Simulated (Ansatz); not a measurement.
We consider fcc Ir, described by r²SCAN50 in Ansatz (plane waves, PAW).

Numerical settings: plane-wave cutoff 520 eV, 14×14×14 k mesh, Fermi–Dirac smearing 0.05 eV, no spin polarisation, scalar-relativistic PAW data made under PBE.

Computed at the level's own relaxed cell.

**Question.** What does this level give for the volume per atom, bulk modulus B0 and equilibrium lattice constant a?

**Answer.** 
- volume per atom = 13.57 Å³/atom
- bulk modulus B0 = 450 GPa
- equilibrium lattice constant a = 3.787 Å

Measured, for comparison: equilibrium volume per atom 14.06 Å³/atom, lattice constant a 3.831 Å (static lattice: zero-point anharmonic expansion removed; as tabulated in Mejia-Rodriguez and Trickey (2018), arXiv:1807.09216); bulk modulus 365 GPa (corrected for temperature and zero-point phonon effects; as tabulated in Levämäki et al. (2014), arXiv:1402.3671). Computed (rounded) less measured: equilibrium volume per atom -3.5 %, bulk modulus +23 %, lattice constant a -1.1 %.

Spin–orbit coupling is not included.

Ansatz is an electronic-structure program.
